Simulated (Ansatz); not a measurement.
```yaml
crystal:
  periodic: [false, false, false]
  atoms:
    - {symbol: F, position_ang: [-1.550437, 1.019713, 0.666103]}
    - {symbol: C, position_ang: [-0.315061, 0.821233, 0.140121]}
    - {symbol: O, position_ang: [-0.353006, 0.042859, -0.940491]}
    - {symbol: C, position_ang: [0.429722, -0.901501, -0.242007]}
    - {symbol: O, position_ang: [0.515820, -0.017306, 0.982338]}
    - {symbol: H, position_ang: [0.091225, 1.877268, -0.033661]}
    - {symbol: H, position_ang: [1.409651, -1.048673, -0.701329]}
    - {symbol: H, position_ang: [-0.096893, -1.862171, 0.035869]}
basis:
  gaussian: {orbitals: aug-pcseg-2}
hamiltonian: {xc: {name: CCSD(T)}}
output: {forces: true}
```

```sh
$ ansatz run in.yaml --threads 2 --pin off --events-out ev --progress --plain --max-ram 4352MiB
```

Shortened log:

```
Error: YAML parse error: error: line 14 column 19: hamiltonian.xc: no functional is named "CCSD(T)"; the names, which are not case-sensitive, are SVWN5, SPW92, PBE, PBE0, PBEsol, revPBE, revPBE0, RPBE, rPW86-PBE, HSE06, wPBEh, LC-wPBE, HISS, HF, BLYP, B3LYP, B3LYP5, BHLYP, CAM-B3LYP, r2SCAN, r2SCANh, r2SCAN0, r2SCAN50, m-r2SCAN, B97, wB97, wB97X, wB97X-V, B97M-V, wB97M-V, B2PLYP, B2GP-PLYP, PBE0-DH, PBE-QIDH
12 | basis:
13 |   gaussian: {orbitals: aug-pcseg-2}
14 | hamiltonian: {xc: {name: CCSD(T)}}
15 | output: {forces: true}
```

(1) Something in this input is off. What?

Results:

(1) The method's name isn't one that the program takes here. The program refused the input.

HSE06 is defined as in plane-wave codes.
